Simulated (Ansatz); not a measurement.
# SiHF (triplet): wave-function methods side by side, def2-TZVPP

An exercise on one series of results from a longer session: the logs are not shown, and one member is left open.

Method: def2-TZVPP, core rule «outside noble gas», up to 6 orbitals frozen; program: Ansatz 0.2.0, Gaussian basis.

To be run: UHF; ROHF; CCSD(T) on UHF.

2 further runs of the same task are left out: 2 set aside as unsound or not needed.

## The geometry

The geometry is a PBE0/def2-TZVP stationary point (not a proven minimum).

3 atoms, charge 0, spin multiplicity 3.

Atoms are counted from 1 here; the program's logs count them from 0.

Bond lengths: Si1–F2 1.606 Å, Si1–H3 1.493 Å. Angles: F2–Si1–H3 114.0°.

The first run:

Contents of in.yaml:

```yaml
crystal:
  periodic: [false, false, false]
  atoms:
    - {symbol: Si, position_ang: [0.000000, -0.099697, 0.614355]}
    - {symbol: F, position_ang: [0.000000, 0.084478, -0.981128]}
    - {symbol: H, position_ang: [0.000000, 1.185681, 1.374490]}
basis:
  gaussian: {orbitals: def2-TZVPP}
magnetization: {spin_polarized: true, initial_magnetization: 2}
hamiltonian: {xc: hf}
output: {orbitals: {seedname: orbitals}}
```

The run is started by

```console
> ansatz run in.yaml --threads 1 --pin off --events-out ev --progress --plain --max-ram 4096MiB --backend cpu
```

Among the steps run: UHF; ROHF; CCSD(T) on UHF.

One table of the session follows, with a row left open; its other results are not shown here.

| method | from UCCSD(T) (meV) |
| --- | --- |
| ROHF | +9677.9 |
| UHF | ? |
| UMP2 | +656.7 |
| UCCSD | +279.3 |
| UCCSD(T) | 0 |

Estimate the missing values for UHF.

The run gave: from UCCSD(T) (meV): +9626.8. In the column «from UCCSD(T) (meV)» it lies between UMP2 (+656.7) and ROHF (+9677.9).

With the free atoms at the same levels and basis (separate runs), the atomisation energy is 7.552 eV at UCCSD(T), 6.010 eV at ROHF.
